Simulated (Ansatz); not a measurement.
**How far each method lies from RCCSDTQ for OF2, singlet**

Geometry: MP2(full)/6-31G*, from the G2/97 set.

```yaml
atoms:
  - { symbol: F, position_ang: [0.0000, 1.1106, -0.2636] }
  - { symbol: O, position_ang: [0.0000, 0.0000, 0.6260] }
  - { symbol: F, position_ang: [0.0000, -1.1106, -0.2636] }
```

Basis cc-pVDZ; Ansatz 0.2.0. Correlated methods freeze the noble-gas cores, which leaves 20 electrons in 39 orbitals. Prefix R: restricted or restricted open-shell reference; prefix U: unrestricted. Active spaces: valence = (20e, 12o) chosen from the atoms' valence shells.

Full CI isn't at hand for all of this; RCCSDTQ serves as the reference, and is uncertain by about the last step of the cluster series. The frozen core follows each run's orbitals, which can shift R against U totals by a few meV.

Unrestricted rows (U) aren't spin-pure: their determinants' ⟨S²⟩ exceeds S(S+1) by up to 0.27, so they mix in states of higher spin. HF rows are the lowest solutions found. Coupled cluster chose its determinant by trial CCSD, here up to 0.05 eV above the lowest Hartree–Fock solution of its kind, and MP2 stands on that determinant too.

* UHF ⟨S²⟩: 0.274
* ⟨S²⟩ of the determinant under UCCSD: 0.114
* T1 diagnostic (RCCSD): 0.0148
* largest doubles amplitude (RCCSD): 0.078

```tsv
level	E − E(RHF) (eV)
UHF	-0.0623
RMP2	-15.9178
UMP2	-15.5306
RCCSD	-16.2047
UCCSD	-16.1992
RCCSD(T)	-16.6559
UCCSD(T)	-16.6477
```

(1) Estimate how far RCCSDTQ in cc-pVDZ lies from RCCSD(T). The table doesn't fix it; the size of (T) and the diagnostics are the guide.

(1) RCCSDTQ in cc-pVDZ lies 7.9 kJ/mol below RCCSD(T), which is 18 % of the (T) step (-43.5 kJ/mol). RHF is unstable towards spin polarisation, but (T) still catches most of what CCSD lacks. The miss exceeds 1 kcal/mol.

The other levels:

```
                   level  E − E(RCCSDTQ) (kJ/mol)  share of correlation (%)     wall time
                    CISD                    213.0                     86.81           2 s
                 BCCD(T)                      8.0                     99.51        0.63 s
                  RCCSDT                      6.4                     99.60             –
                  UCCSDT                      6.4                     99.60             –
               RCCSDT(Q)                     -0.9                    100.06          16 s
               UCCSDT(Q)                     -0.9                    100.06  5.5 s (H100)
  CASSCF (valence space)                   1253.4                     22.39             –
  NEVPT2 (valence space)                    166.9                     89.66           2 s
  MRCISD (valence space)                    110.5                     93.16             –
MRCISD+Q (valence space)                     16.7                     98.97  4.5 s (H100)
```

The correlation energy at RCCSDTQ, counted from RHF, is -16.738 eV. That run took 37 s on 5 threads of AMD EPYC 7R13 with a whole H100 80 GB, shared host.

Times hold each run's SCF and search for its determinant on a shared host, so for small cases they say little of a method's own cost; rows without a card ran on 1 thread of AMD EPYC 7R13.

Natural occupations of CASSCF (valence space) about the gap: 1.997 1.995 1.994 1.906 1.903 0.110 0.099; effectively unpaired electrons, Σ n²(2−n)², 0.15.

Atomization energy (electronic, same basis, no zero-point term; atoms at the same level, unrestricted beside the R rows where the molecule is a closed shell, with restricted open-shell steps beyond CCSDT(Q)) at RCCSDTQ: 288.0 kJ/mol. Errors of other levels:

```
                   level  error (kJ/mol)
                     RHF          -504.3
                     UHF          -498.3
                    RMP2            25.5
                    UMP2           -11.9
                    CISD          -183.8
                   RCCSD           -43.4
                   UCCSD           -43.9
                RCCSD(T)            -6.4
                UCCSD(T)            -7.2
                 BCCD(T)            -6.2
                  RCCSDT            -5.6
                  UCCSDT            -5.6
               RCCSDT(Q)             1.0
               UCCSDT(Q)             1.0
  CASSCF (valence space)          -112.8
  NEVPT2 (valence space)            44.2
  MRCISD (valence space)           -80.7
MRCISD+Q (valence space)           -18.7
```

This basis is far from its limit, so the value isn't to be set against a measured one. Truncated CI isn't size-consistent, which counts against it in atomization.
